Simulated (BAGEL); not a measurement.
# C3H4FN (SMILES NC1(F)C=C1) at RI-MP2/def2-SVP (density fitting with qzvpp-jkfit)

Aim: the energy change on altering one bond length of C3H4FN at RI-MP2/def2-SVP (density fitting with qzvpp-jkfit), from 2 runs. 

Program for the calculation: BAGEL 1.2.2.

1 further run of the same task is left out (set aside as unsound or not needed). Runs told in other sessions of the task aren't counted.

### 1 Starting point

The species is C3H4FN (9 atoms), meant as a singlet with charge 0. SMILES: `NC1(F)C=C1`. The coordinates come from a PBE0-D4/def2-TZVP relaxation. This is one conformer, not always the lowest.

Bond lengths: N1–C2 1.410 Å, C2–F3 1.409 Å, C2–C4 1.457 Å, C2–C5 1.457 Å, C4–C5 1.300 Å, N1–H6 1.013 Å, N1–H7 1.013 Å, C4–H8 1.078 Å, C5–H9 1.078 Å. Some angles: N1–C2–F3 111.2°, N1–C2–C4 124.7°, N1–C2–C5 124.7°, F3–C2–C4 116.0°, F3–C2–C5 116.0°, C4–C2–C5 53.0°, C2–C4–C5 63.5°, C2–C5–C4 63.5°, C2–N1–H6 110.5°, C2–N1–H7 110.5°.

### 2 The energy at RI-MP2/def2-SVP (density fitting with qzvpp-jkfit)

Input file mp2.json:

```json
{ "bagel": [

{
  "title": "molecule",
  "basis": "svp",
  "df_basis": "qzvpp-jkfit",
  "angstrom": "true",
  "geometry": [
    { "atom": "N", "xyz": [      -0.377300,       0.877100,      -1.013000 ] },
    { "atom": "C", "xyz": [       0.137600,      -0.161200,      -0.210200 ] },
    { "atom": "F", "xyz": [       0.837000,      -1.105900,      -0.986500 ] },
    { "atom": "C", "xyz": [      -0.502200,      -0.673000,       0.994600 ] },
    { "atom": "C", "xyz": [       0.596500,       0.002000,       1.163000 ] },
    { "atom": "H", "xyz": [      -1.009800,       0.505800,      -1.711800 ] },
    { "atom": "H", "xyz": [       0.371800,       1.354900,      -1.499700 ] },
    { "atom": "H", "xyz": [      -1.313600,      -1.240900,       1.419200 ] },
    { "atom": "H", "xyz": [       1.348600,       0.394800,       1.827200 ] }
  ]
},

{
  "title": "hf"
},

{
  "title": "mp2",
  "ncore": 5
}

]}
```

Run with:

```sh
$ BAGEL_NUM_THREADS=1 BAGEL mp2.json > mp2.out
```

Log:

```text
* using 1 threads per process

  ===============================================================
  ===============================================================

  *** Geometry ***

  { "atom" : "N", "xyz" : [     -0.712994,      1.657479,     -1.914293 ] },
  { "atom" : "C", "xyz" : [      0.260026,     -0.304624,     -0.397220 ] },
  { "atom" : "F", "xyz" : [      1.581701,     -2.089848,     -1.864215 ] },
  { "atom" : "C", "xyz" : [     -0.949020,     -1.271786,      1.879522 ] },
  { "atom" : "C", "xyz" : [      1.127222,      0.003779,      2.197751 ] },
  { "atom" : "H", "xyz" : [     -1.908245,      0.955823,     -3.234833 ] },
  { "atom" : "H", "xyz" : [      0.702600,      2.560390,     -2.834022 ] },
  { "atom" : "H", "xyz" : [     -2.482344,     -2.344961,      2.681899 ] },
  { "atom" : "H", "xyz" : [      2.548485,      0.746064,      3.452908 ] },

  Number of auxiliary basis functions:      451

  Since a DF basis is specified, we compute 2- and 3-index integrals:
    o Being stored without compression. Storage requirement is 0.029 GB

  Number of basis functions:       90
  Number of electrons      :       38

    * METHOD: MOLECULE                             0.22

  *** RHF ***

  === Nuclear Repulsion ===
   167.9019372275

      * DIIS with orbital gradients will be used.

  === RHF iteration (svp) ===
      0       -269.31953390          0.01666968           0.07
      1       -269.47748715          0.00801480           0.07
      2       -269.51285017          0.00157882           0.07
      3       -269.51466919          0.00057524           0.07
      4       -269.51486086          0.00009152           0.07
      5       -269.51487170          0.00004000           0.07
      6       -269.51487301          0.00001487           0.07
      7       -269.51487329          0.00000254           0.07
      8       -269.51487330          0.00000103           0.07
      9       -269.51487330          0.00000043           0.07
     10       -269.51487330          0.00000016           0.07
     11       -269.51487330          0.00000006           0.07
     12       -269.51487330          0.00000003           0.07
     13       -269.51487330          0.00000001           0.07
     14       -269.51487330          0.00000000           0.07
    * SCF iteration converged.

    * Permanent dipole moment:
           (    0.219631,    -0.279888,    -0.312043) a.u.

    * METHOD: HF                                   1.21

  *** RHF ***

  === Nuclear Repulsion ===
   167.9019372275

      * DIIS with orbital gradients will be used.

  === RHF iteration (svp) ===
      0       -269.51487330          0.00000000           0.07
    * SCF iteration converged.

    * Permanent dipole moment:
           (    0.219631,    -0.279888,    -0.312043) a.u.

  === DF-MP2 calculation ===

    * freezing 5 orbitals
    * 3-index integral transformation done
    * assembly done

      MP2 correlation energy:   -0.7422617471      0.06

      MP2 total energy:       -270.2571350455

    * METHOD: MP2                                  0.22

  ===============================================================
```

Wall time 1.8 s (1 thread of Arm Neoverse V1, shared host); peak memory 0.12 GiB.

### 3 The distorted shape at the same level

Input file mp2.json:

```json
{ "bagel" : [

{
  "title" : "molecule",
  "basis" : "svp",
  "df_basis" : "qzvpp-jkfit",
  "angstrom" : "true",
  "geometry" : [
    { "atom" : "N", "xyz" : [      -0.602922,       0.759264,      -1.212253 ] },
    { "atom" : "C", "xyz" : [      -0.088022,      -0.279036,      -0.409453 ] },
    { "atom" : "F", "xyz" : [       0.611378,      -1.223736,      -1.185753 ] },
    { "atom" : "C", "xyz" : [      -0.727822,      -0.790836,       0.795347 ] },
    { "atom" : "C", "xyz" : [       0.370878,      -0.115836,       0.963747 ] },
    { "atom" : "H", "xyz" : [      -1.235422,       0.387964,      -1.911053 ] },
    { "atom" : "H", "xyz" : [       0.146178,       1.237064,      -1.698953 ] },
    { "atom" : "H", "xyz" : [      -1.539222,      -1.358736,       1.219947 ] },
    { "atom" : "H", "xyz" : [       1.348600,       0.394800,       1.827200 ] }
  ]
},

{
  "title" : "hf"
},

{
  "title" : "mp2",
  "ncore" : 5
}

]}
```

Run with:

```sh
$ BAGEL_NUM_THREADS=1 BAGEL mp2.json > mp2.out
```

Log:

```text
* using 1 threads per process

  ===============================================================
  ===============================================================

  *** Geometry ***

  { "atom" : "N", "xyz" : [     -1.139357,      1.434801,     -2.290826 ] },
  { "atom" : "C", "xyz" : [     -0.166337,     -0.527302,     -0.773754 ] },
  { "atom" : "F", "xyz" : [      1.155337,     -2.312526,     -2.240748 ] },
  { "atom" : "C", "xyz" : [     -1.375384,     -1.494463,      1.502988 ] },
  { "atom" : "C", "xyz" : [      0.700858,     -0.218898,      1.821218 ] },
  { "atom" : "H", "xyz" : [     -2.334609,      0.733146,     -3.611367 ] },
  { "atom" : "H", "xyz" : [      0.276236,      2.337712,     -3.210556 ] },
  { "atom" : "H", "xyz" : [     -2.908708,     -2.567639,      2.305366 ] },
  { "atom" : "H", "xyz" : [      2.548485,      0.746064,      3.452908 ] },

  Number of auxiliary basis functions:      451

  Since a DF basis is specified, we compute 2- and 3-index integrals:
    o Being stored without compression. Storage requirement is 0.029 GB

  Number of basis functions:       90
  Number of electrons      :       38

    * METHOD: MOLECULE                             0.22

  *** RHF ***

  === Nuclear Repulsion ===
   166.6838862383

      * DIIS with orbital gradients will be used.

  === RHF iteration (svp) ===
      0       -269.26741333          0.01677455           0.07
      1       -269.43031447          0.00814024           0.07
      2       -269.46754765          0.00157219           0.07
      3       -269.46955505          0.00059877           0.07
      4       -269.46977088          0.00010011           0.07
      5       -269.46978534          0.00004045           0.07
      6       -269.46978683          0.00001660           0.07
      7       -269.46978720          0.00000442           0.07
      8       -269.46978723          0.00000181           0.07
      9       -269.46978723          0.00000103           0.07
     10       -269.46978723          0.00000036           0.07
     11       -269.46978723          0.00000017           0.07
     12       -269.46978723          0.00000005           0.07
     13       -269.46978723          0.00000002           0.07
     14       -269.46978723          0.00000001           0.07
    * SCF iteration converged.

    * Permanent dipole moment:
           (    0.219908,    -0.281927,    -0.299946) a.u.

    * METHOD: HF                                   1.21

  *** RHF ***

  === Nuclear Repulsion ===
   166.6838862383

      * DIIS with orbital gradients will be used.

  === RHF iteration (svp) ===
      0       -269.46978723          0.00000000           0.07
    * SCF iteration converged.

    * Permanent dipole moment:
           (    0.219909,    -0.281927,    -0.299945) a.u.

  === DF-MP2 calculation ===

    * freezing 5 orbitals
    * 3-index integral transformation done
    * assembly done

      MP2 correlation energy:   -0.7480421577      0.06

      MP2 total energy:       -270.2178293910

    * METHOD: MP2                                  0.22

  ===============================================================
```

It took 1.8 s on 1 thread of Arm Neoverse V1, shared host; peak memory 0.12 GiB.

### 4 Summary of results

At RI-MP2/def2-SVP (density fitting with qzvpp-jkfit), 5 core orbitals frozen:

| quantity | value |
| --- | --- |
| first shape: total energy | -270.25714 Eh |
| first shape: correlation energy (5 core orbitals frozen) | -742.3 mEh |
| distorted shape: total energy | -270.21783 Eh |
| distorted shape: correlation energy (5 core orbitals frozen) | -748.0 mEh |
| energy change with the C5–H9 bond stretched from 1.078 to 1.401 Å | 1.070 eV |

**Reading.** With the C5–H9 bond stretched from 1.078 to 1.401 Å the energy rises by 1.07 eV (103 kJ/mol). The first shape isn't relaxed at this level, so the change isn't measured from a minimum.
